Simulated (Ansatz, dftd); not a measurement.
Reaction: C2H4 (SMILES C=C) → C2H4 (parent SMILES C=C, triplet)
Each species at its own B3LYP-D3(BJ)/def2-TZVP minimum (Ansatz, a first-principles code).

Wanted: adiabatic triplet-singlet gap (electronic), in kcal/mol. Radicals and triplets start from unrestricted determinants; spin-orbit coupling is neglected. Cores are frozen in correlated methods. Rows without X2C or -DK are non-relativistic. CBS(X,Y): correlation extrapolated as X^-3, Hartree-Fock from the larger set (Q,5: extrapolated as (X+1)exp(-9√X)). A bracket is a step between two methods taken in the basis named. The functionals are non-relativistic, so their misses hold any scalar relativity. Double hybrids freeze cores in their MP2 part. 'core' is core correlation in cc-pwCVTZ, 'X2C' scalar relativity in cc-pVTZ-DK, both at CCSD(T). The spin of C2H4 (parent SMILES C=C, triplet) was assumed, and the state is the lowest solution found for it.

```json
[
 {"level": "HF/cc-pV5Z", "program": "Ansatz", "adiabatic triplet-singlet gap (kcal/mol)": "43.8", "difference against the last row": "-25.1"},
 {"level": "r2SCAN-D4/def2-TZVPD", "program": "Ansatz + dftd4", "adiabatic triplet-singlet gap (kcal/mol)": "57.2", "difference against the last row": "-11.7"},
 {"level": "r2SCANh/def2-TZVPD", "program": "Ansatz", "adiabatic triplet-singlet gap (kcal/mol)": "56.5", "difference against the last row": "-12.4"},
 {"level": "B2GP-PLYP/def2-TZVPD", "program": "Ansatz", "adiabatic triplet-singlet gap (kcal/mol)": "66.1", "difference against the last row": "-2.8"},
 {"level": "CCSDT(Q)/cc-pVTZ", "program": "Ansatz", "adiabatic triplet-singlet gap (kcal/mol)": "67.7", "difference against the last row": "-1.2"},
 {"level": "CCSD(T)/CBS(cc-pVQZ,cc-pV5Z) + [CCSDT(Q) - CCSD(T)]/cc-pVTZ + core + X2C", "program": "Ansatz", "adiabatic triplet-singlet gap (kcal/mol)": "68.9", "difference against the last row": "0.0"}
]
```
